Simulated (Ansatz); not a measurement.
Consider the isomerisation: `CSC(O)O` → `CS(C)(=O)=O`.

Program: Ansatz. Geometries: PBE0-D4/def2-TZVP. ΔE: electronic, gas phase. CBS: MP2 limit from def2 TZ/QZ plus the TZ coupled-cluster correction, frozen cores. DFT in def2-TZVPP. B3LYP here is the variant with VWN-RPA as its local correlation; programs differ in this. Each species was taken in one conformer, which may not be the lowest.

Q: Is it downhill or uphill in electronic energy at CCSD(T)/CBS, and by how much? (An estimate is asked.)

A: Computed: Uphill: ΔE = +15.2 kJ/mol.

Q: What do these levels give: PBE-D4, PBE0-D4, B2PLYP, PBE, r2SCAN, B3LYP, SCS-MP2/def2-TZVPP, CCSD(T)/def2-TZVPP, HF/def2-QZVPP, MP2/def2-QZVPP, HF/CBS(def2), CCSD/CBS(def2)? (Estimate.)

A: Computed: PBE-D4 6.9, PBE0-D4 13.2, B2PLYP 15.7, PBE 9.2, r2SCAN -6.7, B3LYP 23.4, SCS-MP2/def2-TZVPP 16.8, CCSD(T)/def2-TZVPP 32.5, HF/def2-QZVPP 34.3, MP2/def2-QZVPP -3.4, HF/CBS(def2) 33.3, CCSD/CBS(def2) 20.7 kJ/mol.

Largest T1 diagnostic among the species: 0.015.

The D4 term adds −3.7 kJ/mol with B3LYP and −1.9 kJ/mol with PBE0; it sums over pairs of atoms, weighted by their polarisabilities, and B3LYP, whose exchange is more repulsive, gets the larger term. From PBE to PBE0 (25 % exact exchange), in def2-TZVPP and without D4, ΔE moves by +5.8 kJ/mol. In def2-TZVPP, CCSD(T) changes the Hartree–Fock value by −9.1 kJ/mol (the triples alone add −5.5 kJ/mol) and MP2 by −32.6 kJ/mol.
